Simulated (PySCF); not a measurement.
A GIAO shielding run with PySCF 2.14.0 with density-fitted response routines (density fitting, non-relativistic, gas phase) on formyl fluoride (SMILES O=CF):

```
$ OMP_NUM_THREADS=1 python probes_run.py task.json out

{"job": {"kind": "nmr", "xc": "LDA", "basis": "pcSseg-2", "pop": false}, "charge": 0, "multiplicity": 1}
O     -0.860472    -0.890474     0.044042
C     -0.061053    -0.026342     0.031873
F      1.248929    -0.246676     0.010633
H     -0.253469     1.065109     0.036841
```

Hardware: 1 thread of an Arm Neoverse V1, shared host.

(1) How large is the calculation?

(2) How long does it take, and how much memory does it need?

(3) And these other runs on the same molecule and hardware: GIAO shielding at B3LYP/pcSseg-2; GIAO shielding at B97-D/pcSseg-2; GIAO shielding at BLYP/pcSseg-2; GIAO shielding at BP86/pcSseg-2; GIAO shielding at HF/pcSseg-2; GIAO shielding at KT2/pcSseg-2?

Answers

(1) 24 electrons, 122 basis functions and 328 auxiliary functions.

(2) 3.8 s of wall time, with 15 SCF cycles; peak memory 0.44 GiB. Times on a shared host scatter by some tens of per cent.

(3) B3LYP/pcSseg-2: 122 functions, 2.6 s; B97-D/pcSseg-2: 122 functions, 4 s; BLYP/pcSseg-2: 122 functions, 4.5 s; BP86/pcSseg-2: 122 functions, 4.2 s; HF/pcSseg-2: 122 functions, 1.2 s; KT2/pcSseg-2: 122 functions, 4.3 s.
